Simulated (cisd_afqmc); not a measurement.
Input (AFQMC/HF/cc-pVTZ; cisd_afqmc is a phaseless AFQMC code with CISD trial states that reads the integrals written by Ansatz):

Ansatz 0.2 input:
```python
import cisd_afqmc

open("ham.yaml", "w").write("""\
crystal:
  periodic: [false, false, false]
  atoms:
    - {symbol: C, position_ang: [-0.00000000, -0.00000000, -0.71905699]}
    - {symbol: N, position_ang: [0.00000000, 0.00000000, 0.41165659]}
    - {symbol: H, position_ang: [0.00000000, 0.00000000, 1.43274585]}
basis:
  gaussian:
    orbitals: cc-pVTZ
total_charge: 1
magnetization: {spin_polarized: true, initial_magnetization: 1}
correlation: {method: ccsd, electrons: outside_noble_gas, hamiltonian_folder: ham}
""")
rep = cisd_afqmc.ansatz("ham.yaml")
e_ccsd = rep["correlation"]["coupled_cluster"]["energy"]["hartree"]
out = cisd_afqmc.run("ham", e_ccsd, trial="HF", walkers=100, populations=8, threads=8, dt=0.005, steps=40, early=24, settle=10, least=32,
    cut=5e-5, rank_cut=2e-4, target=0.0004, seconds=1500, seed=3, memory=12960, gpu=False)
```

Output:

```
orbitals 72, occupied [5, 4], factors 342 of 436, rank of the doubles 1 of 607
E(HF) = -92.499734
E(CCSD) on the cut factors = -92.798902, shift to the whole factors -0.000006
Energy of the trial state on the determinant = -92.499734
  tau behind 7.2 of longer steps, mean of the populations' last blocks
   2.0  -92.80637
   4.0  -92.81014
   6.0  -92.81049
   8.0  -92.81860
  10.0  -92.81410
  12.0  -92.80649
  14.0  -92.80637
  16.0  -92.81505
  18.0  -92.81720
  20.0  -92.81065
  22.0  -92.81528
  24.0  -92.81349
  26.0  -92.81284
  28.0  -92.81236
  30.0  -92.81250
  32.0  -92.81661
  34.0  -92.81277
  36.0  -92.81339
  38.0  -92.79965
  40.0  -92.82738
  42.0  -92.81247
  44.0  -92.83186
  46.0  -92.81991
  48.0  -92.81444
  50.0  -92.81201
  52.0  -92.81095
  54.0  -92.82244
  56.0  -92.81428
  58.0  -92.81448
  60.0  -92.81381
  62.0  -92.81265
  64.0  -92.82290
  66.0  -92.80748
  68.0  -92.80821
  70.0  -92.81485
  72.0  -92.80546
  74.0  -92.82225
  76.0  -92.81048
  78.0  -92.81463
  80.0  -92.81513
  82.0  -92.81278
blocks 3433 (0 outliers left out), error by blocks joined: 1: 0.00053, 2: 0.00065, 4: 0.00079, 8: 0.00090, 16: 0.00097
E(AFQMC/HF) = -92.81436 +/- 0.00097
```

The determinant is spin-contaminated: <S^2> is 1.02, 0.27 over the pure value.
